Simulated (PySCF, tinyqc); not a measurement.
Worked calculation: CCSD on RHF in the sto-3g basis, frozen core, for BH, spin multiplicity 1. The lowest restricted solution is unstable here: a spin-polarised one lies 0.0086 hartree lower (PySCF). Computed by tinyqc, a small Python program that keeps every step (integrals from PySCF). Settings: charge = 0, multiplicity = 1, basis = sto-3g, method = RHF, frozen orbitals = 1, energy threshold = 1e-10, iteration cap = 66, orthogonalisation = canonical, start = core, DIIS depth = 6, amplitude equations = CCSD, DIIS depth for amplitudes = 0, cap on updates = 80. Command: `OMP_NUM_THREADS=1 python tinyqc.py 22166 22167 out.jsonl` (the two numbers bound the seeds that draw the settings). One thread of a shared host (Intel(R) Xeon(R) Processor @ 2.60GHz), about 0.3 s of CPU time with the checks. The early iterations of the SCF are left out here.

## One-electron integrals

Geometry (angstrom):
```
atom,x,y,z
B,0.00000,0.00000,0.00000
H,0.00000,0.00000,1.36700
```

Basis sto-3g: exponents (1/bohr^2) and contraction coefficients of normalised primitives:
```
element,l (shell),exponent,coefficient
B,s (1),48.79111,0.15433
B,s (1),8.88736,0.53533
B,s (1),2.40527,0.44463
B,s (2),2.23696,-0.09997
B,s (2),0.51982,0.39951
B,s (2),0.16906,0.70012
B,p (3),2.23696,0.15592
B,p (3),0.51982,0.60768
B,p (3),0.16906,0.39196
H,s (1),3.42525,0.15433
H,s (1),0.62391,0.53533
H,s (1),0.16886,0.44463
```

Overlap, kinetic and nuclear-attraction integrals over the contracted functions; the nuclear repulsion is the sum of Za Zb / Rab.

nuclear repulsion = 1.9355421 hartree

overlap S, lower triangle:
```
,1B 1s,1B 2s,1B 2px,1B 2py,1B 2pz,2H 1s
1B 1s,1.00000
1B 2s,0.26933,1.00000
1B 2px,0.00000,0.00000,1.00000
1B 2py,0.00000,0.00000,0.00000,1.00000
1B 2pz,0.00000,0.00000,0.00000,0.00000,1.00000
2H 1s,0.04455,0.38872,0.00000,0.00000,0.42417,1.00000
```

kinetic energy T (hartree), lower triangle:
```
,1B 1s,1B 2s,1B 2px,1B 2py,1B 2pz,2H 1s
1B 1s,10.82630
1B 2s,-0.04797,0.35917
1B 2px,0.00000,0.00000,1.12388
1B 2py,0.00000,0.00000,0.00000,1.12388
1B 2pz,0.00000,0.00000,0.00000,0.00000,1.12388
2H 1s,-0.01267,0.05052,0.00000,0.00000,0.15026,0.76003
```

nuclear attraction V (hartree), lower triangle:
```
,1B 1s,1B 2s,1B 2px,1B 2py,1B 2pz,2H 1s
1B 1s,-23.53450
1B 2s,-3.24362,-4.15193
1B 2px,0.00000,0.00000,-4.09062
1B 2py,0.00000,0.00000,0.00000,-4.09062
1B 2pz,-0.01408,-0.13176,0.00000,0.00000,-4.18334
2H 1s,-0.53964,-1.38149,0.00000,0.00000,-1.43383,-3.14844
```

core Hamiltonian H = T + V (hartree), lower triangle:
```
,1B 1s,1B 2s,1B 2px,1B 2py,1B 2pz,2H 1s
1B 1s,-12.70819
1B 2s,-3.29159,-3.79276
1B 2px,0.00000,0.00000,-2.96674
1B 2py,0.00000,0.00000,0.00000,-2.96674
1B 2pz,-0.01408,-0.13176,0.00000,0.00000,-3.05946
2H 1s,-0.55232,-1.33097,0.00000,0.00000,-1.28357,-2.38840
```

## Two-electron integrals

Functions are numbered as in S; the eight-fold symmetry (ij|kl) = (ji|kl) = (kl|ij) leaves the list below.

Two-electron integrals (ij|kl) in chemists' order, unique and non-zero (hartree):
```
i,j,k,l,(ij|kl)
1,1,1,1,2.92351
2,1,1,1,0.51838
2,1,2,1,0.10926
2,2,1,1,0.74423
2,2,2,1,0.19318
2,2,2,2,0.54480
3,1,3,1,0.02026
3,2,3,1,0.03000
3,2,3,2,0.12035
3,3,1,1,0.74249
3,3,2,1,0.19324
3,3,2,2,0.54468
3,3,3,3,0.58677
4,1,4,1,0.02026
4,2,4,1,0.03000
4,2,4,2,0.12035
4,3,4,3,0.03163
4,4,1,1,0.74249
4,4,2,1,0.19324
4,4,2,2,0.54468
4,4,3,3,0.52351
4,4,4,4,0.58677
5,1,5,1,0.02026
5,2,5,1,0.03000
5,2,5,2,0.12035
5,3,5,3,0.03163
5,4,5,4,0.03163
5,5,1,1,0.74249
5,5,2,1,0.19324
5,5,2,2,0.54468
5,5,3,3,0.52351
5,5,4,4,0.52351
5,5,5,5,0.58677
6,1,1,1,0.08530
6,1,2,1,0.01793
6,1,2,2,0.03184
6,1,3,3,0.03169
6,1,4,4,0.03169
6,1,5,1,0.00128
6,1,5,2,0.00237
6,1,5,5,0.03216
6,1,6,1,0.00303
6,2,1,1,0.21840
6,2,2,1,0.05764
6,2,2,2,0.18046
6,2,3,3,0.17518
6,2,4,4,0.17518
6,2,5,1,0.00632
6,2,5,2,0.03956
6,2,5,5,0.19084
6,2,6,1,0.01010
6,2,6,2,0.08468
6,3,3,1,0.00559
6,3,3,2,0.02657
6,3,5,3,0.00725
6,3,6,3,0.00896
6,4,4,1,0.00559
6,4,4,2,0.02657
6,4,5,4,0.00725
6,4,6,4,0.00896
6,5,1,1,0.20951
6,5,2,1,0.05601
6,5,2,2,0.18501
6,5,3,3,0.17524
6,5,4,4,0.17524
6,5,5,1,0.01085
6,5,5,2,0.06335
6,5,5,5,0.20433
6,5,6,1,0.01026
6,5,6,2,0.10144
6,5,6,5,0.12801
6,6,1,1,0.38406
6,6,2,1,0.10321
6,6,2,2,0.36646
6,6,3,3,0.34509
6,6,4,4,0.34509
6,6,5,1,0.01320
6,6,5,2,0.11095
6,6,5,5,0.40872
6,6,6,1,0.01838
6,6,6,2,0.22414
6,6,6,5,0.29096
6,6,6,6,0.77461
```

## Orthogonalisation

S = U s U^T; canonical form X = U s^(-1/2), so that X^T S X = 1. Each column of U has its largest component positive (the first on a tie).

eigenvalues of S: 0.40599  0.79757  1.00000  1.00000  1.17451  1.62194

X:
```
,1,2,3,4,5,6
1B 1s,0.29545,0.77782,0.00000,0.00000,0.58699,0.21839
1B 2s,-0.82676,-0.54217,0.00000,0.00000,0.41667,0.41855
1B 2px,0.00000,0.00000,0.99431,-0.10654,0.00000,0.00000
1B 2py,0.00000,0.00000,0.10654,0.99431,0.00000,0.00000
1B 2pz,-0.75597,0.53762,0.00000,0.00000,-0.53387,0.35352
2H 1s,1.05869,-0.25657,0.00000,0.00000,-0.21964,0.51835
```

Within a degenerate level the vectors are fixed only up to a rotation; this is one choice.

## Starting guess

The start is the orbitals of the core Hamiltonian; D = 2 C_occ C_occ^T.

D at the start, lower triangle:
```
,1B 1s,1B 2s,1B 2px,1B 2py,1B 2pz,2H 1s
1B 1s,2.16214
1B 2s,-0.60916,2.27929
1B 2px,0.00000,0.00000,0.00000
1B 2py,0.00000,0.00000,0.00000,0.00000
1B 2pz,-0.03061,0.13554,0.00000,0.00000,2.14895
2H 1s,0.05139,-0.16696,0.00000,0.00000,-0.19480,0.02822
```

## Iteration 6 (converged): orbitals

converged F (hartree), lower triangle:
```
,1B 1s,1B 2s,1B 2px,1B 2py,1B 2pz,2H 1s
1B 1s,-7.34385
1B 2s,-2.14505,-1.01882
1B 2px,0.00000,0.00000,0.26698
1B 2py,0.00000,0.00000,0.00000,0.26698
1B 2pz,-0.02082,-0.03132,0.00000,0.00000,-0.07629
2H 1s,-0.36749,-0.44199,0.00000,0.00000,-0.37685,-0.31833
```

Diagonalise F' = X^T F X, C = X C', fill 3 alpha and 3 beta electrons from the bottom; D = 2 C_occ C_occ^T. Each column has its largest component positive (the first on a tie).

F' = X^T F X (hartree), lower triangle:
```
,1,2,3,4,5,6
1,0.42728
2,-0.69624,-2.84780
3,0.00000,0.00000,0.26698
4,0.00000,0.00000,0.00000,0.26698
5,-0.42326,-3.03975,0.00000,0.00000,-3.67931
6,-0.27428,-1.46872,0.00000,0.00000,-1.80561,-1.44152
```

orbital energies (hartree): MO1 -7.34846, MO2 -0.53694, MO3 -0.24855, MO4 0.26698, MO5 0.26698, MO6 0.59259

coefficients C:
```
,MO1,MO2,MO3,MO4,MO5,MO6
1B 1s,0.99230,-0.21838,-0.19320,0.00000,0.00000,0.12185
1B 2s,0.02838,0.65699,0.74024,0.00000,0.00000,-0.58813
1B 2px,0.00000,0.00000,0.00000,0.78877,-0.61469,0.00000
1B 2py,0.00000,0.00000,0.00000,0.61469,0.78877,0.00000
1B 2pz,0.00528,0.19328,-0.57606,0.00000,0.00000,-0.94936
2H 1s,-0.00614,0.48964,-0.43619,0.00000,0.00000,1.03611
```

D after iteration 6, lower triangle:
```
,1B 1s,1B 2s,1B 2px,1B 2py,1B 2pz,2H 1s
1B 1s,2.13937
1B 2s,-0.51666,1.96078
1B 2px,0.00000,0.00000,0.00000
1B 2py,0.00000,0.00000,0.00000,0.00000
1B 2pz,0.14865,-0.59858,0.00000,0.00000,0.73847
2H 1s,-0.05751,-0.00274,0.00000,0.00000,0.69176,0.86010
```

Within a degenerate level the vectors are fixed only up to a rotation; this is one choice.

## Convergence

Stop when the energy changes by less than 1e-10 hartree and every element of the error matrix X^T (F D S - S D F) X is below 3e-06.

Course of the cycle:
```
iteration,E (hartree),change,largest element of the error matrix
1,-24.1013634,-,6.41e-01
2,-24.7368725,-6.36e-01,7.05e-02
3,-24.7420747,-5.20e-03,1.95e-02
4,-24.7424380,-3.63e-04,2.37e-03
5,-24.7424422,-4.18e-06,1.04e-05
6,-24.7424422,-8.82e-11,4.27e-07
```

PySCF RHF in the same basis = -24.7424422 hartree

Converged in 6 iterations.

## Populations, bond orders and dipole

Mulliken: Z minus the diagonal of D S on the atom; Loewdin: the same with S^(1/2) D S^(1/2); Mayer order: 2 sum_s sum (D(s) S)_ij (D(s) S)_ji over the two atoms.

Charges (e):
```
atom,Mulliken,Loewdin
1B,0.14989,0.13590
2H,-0.14989,-0.13590
```

Mayer bond orders:
```
pair,order
2-1,0.97753
```

dipole moment about the origin, x y z (debye): 0.00000  0.00000  0.67120

## Integrals over molecular orbitals

(pq|rs) = sum C_ip C_jq C_kr C_ls (ij|kl), one index at a time.

one-electron integrals over orbitals h = C^T H C (hartree), lower triangle:
```
,1,2,3,4,5,6
1,-12.69485
2,0.27387,-2.99896
3,0.22888,-0.18137,-2.85022
4,0.00000,0.00000,0.00000,-2.96674
5,0.00000,0.00000,0.00000,0.00000,-2.96674
6,-0.14185,0.46989,-0.25570,0.00000,0.00000,-2.48635
```

Two-electron integrals over orbitals (pq|rs), unique and non-zero (hartree); the lowest 1 orbital is frozen and left out:
```
p,q,r,s,(pq|rs)
2,2,2,2,0.54322
3,2,2,2,-0.06474
3,2,3,2,0.08554
3,3,2,2,0.42496
3,3,3,2,0.04939
3,3,3,3,0.53671
4,2,4,2,0.06491
4,3,4,2,0.04465
4,3,4,3,0.05775
4,4,2,2,0.45646
4,4,3,2,0.05757
4,4,3,3,0.49057
4,4,4,4,0.58677
5,2,5,2,0.06491
5,3,5,2,0.04465
5,3,5,3,0.05775
5,4,5,4,0.03163
5,5,2,2,0.45646
5,5,3,2,0.05757
5,5,3,3,0.49057
5,5,4,4,0.52351
5,5,5,5,0.58677
6,2,2,2,-0.01693
6,2,3,2,-0.05117
6,2,3,3,-0.01802
6,2,4,4,-0.09376
6,2,5,5,-0.09376
6,2,6,2,0.11693
6,3,2,2,-0.04254
6,3,3,2,0.07384
6,3,3,3,0.06846
6,3,4,4,0.05437
6,3,5,5,0.05437
6,3,6,2,-0.05849
6,3,6,3,0.08996
6,4,4,2,-0.03446
6,4,4,3,-0.00906
6,4,6,4,0.03051
6,5,5,2,-0.03446
6,5,5,3,-0.00906
6,5,6,5,0.03051
6,6,2,2,0.54829
6,6,3,2,-0.06417
6,6,3,3,0.45690
6,6,4,4,0.46377
6,6,5,5,0.46377
6,6,6,2,0.00186
6,6,6,3,-0.04085
6,6,6,6,0.58975
```

## CCSD: starting amplitudes

t_ij^ab = <ij||ab> / (e_i + e_j - e_a - e_b), whose energy is MP2.

Starting amplitudes (spin orbitals 1a, 1b, ...; amplitudes related by a flip of all spins are not repeated):
```
from,to,t
3a 3b,5a 5b,-0.05601
3a 3b,4a 4b,-0.05601
3a 3b,6a 6b,-0.05347
2a 2b,6a 6b,-0.05176
2a 2b,5a 5b,-0.04037
2a 2b,4a 4b,-0.04037
2a 3b,5a 5b,-0.03384
2a 3b,4a 4b,-0.03384
2a 3b,6a 6b,0.02968
```

correlation energy = -0.0320883 hartree

## CCSD: amplitude update 1

t_i^a D_i^a and t_ij^ab D_ij^ab are set to the remaining terms of the spin-orbital equations, evaluated with the old amplitudes; for the doubles these are <ij||ab> + 1/2 <ab||ef> t_ij^ef + 1/2 <mn||ij> t_mn^ab + P(ij)P(ab) <mb||ej> t_im^ae + terms in t^2 + terms with t1, D the orbital-energy denominators.

Amplitudes after update 1 (spin orbitals 1a, 1b, ...; amplitudes related by a flip of all spins are not repeated):
```
from,to,t
3a 3b,5a 5b,-0.08924
3a 3b,4a 4b,-0.08924
3a 3b,6a 6b,-0.06911
2a 2b,6a 6b,-0.06734
2a 3b,5a 5b,-0.05545
2a 3b,4a 4b,-0.05545
2a 2b,5a 5b,-0.05519
2a 2b,4a 4b,-0.05519
2a 3b,6a 6b,0.04452
2a,6a,-0.00703
3a,6a,-0.00588
```

correlation energy = -0.0466702 hartree

## CCSD: amplitude update 2

As before.

Amplitudes after update 2 (spin orbitals 1a, 1b, ...; amplitudes related by a flip of all spins are not repeated):
```
from,to,t
3a 3b,5a 5b,-0.10947
3a 3b,4a 4b,-0.10947
3a 3b,6a 6b,-0.07523
2a 2b,6a 6b,-0.07153
2a 3b,5a 5b,-0.06773
2a 3b,4a 4b,-0.06773
2a 2b,5a 5b,-0.06169
2a 2b,4a 4b,-0.06169
2a 3b,6a 6b,0.05122
2a,6a,-0.01172
3a,6a,-0.01050
```

correlation energy = -0.0538604 hartree

## CCSD: amplitude update 3

As before.

Amplitudes after update 3 (spin orbitals 1a, 1b, ...; amplitudes related by a flip of all spins are not repeated):
```
from,to,t
3a 3b,5a 5b,-0.12178
3a 3b,4a 4b,-0.12178
3a 3b,6a 6b,-0.07810
2a 3b,5a 5b,-0.07439
2a 3b,4a 4b,-0.07439
2a 2b,6a 6b,-0.07238
2a 2b,5a 5b,-0.06479
2a 2b,4a 4b,-0.06479
2a 3b,6a 6b,0.05418
2a,6a,-0.01424
3a,6a,-0.01347
```

correlation energy = -0.0575723 hartree

## CCSD: convergence

E_corr = 1/4 sum <ij||ab> t_ij^ab + 1/2 sum <ij||ab> t_i^a t_j^b; stop when the norm of the change is below 1e-8.

Course of the amplitude iterations:
```
update,correlation energy (hartree),norm of the change
0,-0.0320883,-
1,-0.0466702,1.48e-01
2,-0.0538604,8.18e-02
3,-0.0575723,4.62e-02
4,-0.0595375,2.64e-02
5,-0.0605954,1.52e-02
6,-0.0611723,8.84e-03
7,-0.0614904,5.19e-03
8,-0.0616675,3.08e-03
9,-0.0617670,1.84e-03
10,-0.0618233,1.11e-03
11,-0.0618554,6.77e-04
12,-0.0618739,4.14e-04
13,-0.0618846,2.55e-04
...,...,...
22,-0.0618997,3.60e-06
23,-0.0618998,2.25e-06
24,-0.0618998,1.41e-06
25,-0.0618998,8.86e-07
26,-0.0618998,5.56e-07
27,-0.0618999,3.49e-07
28,-0.0618999,2.19e-07
29,-0.0618999,1.37e-07
30,-0.0618999,8.63e-08
31,-0.0618999,5.42e-08
32,-0.0618999,3.40e-08
33,-0.0618999,2.14e-08
34,-0.0618999,1.34e-08
35,-0.0618999,8.43e-09
```

Converged amplitudes (spin orbitals 1a, 1b, ...; amplitudes related by a flip of all spins are not repeated):
```
from,to,t
3a 3b,5a 5b,-0.14078
3a 3b,4a 4b,-0.14078
2a 3b,5a 5b,-0.08183
2a 3b,4a 4b,-0.08183
3a 3b,6a 6b,-0.08086
2a 2b,6a 6b,-0.07182
2a 2b,5a 5b,-0.06748
2a 2b,4a 4b,-0.06748
2a 3b,6a 6b,0.05658
3a,6a,-0.01765
2a,6a,-0.01687
```

CCSD total energy = -24.8043420 hartree

T1 diagnostic, norm of the one-spin t1 over sqrt(correlated electrons) = 0.01221

Converged in 35 updates.
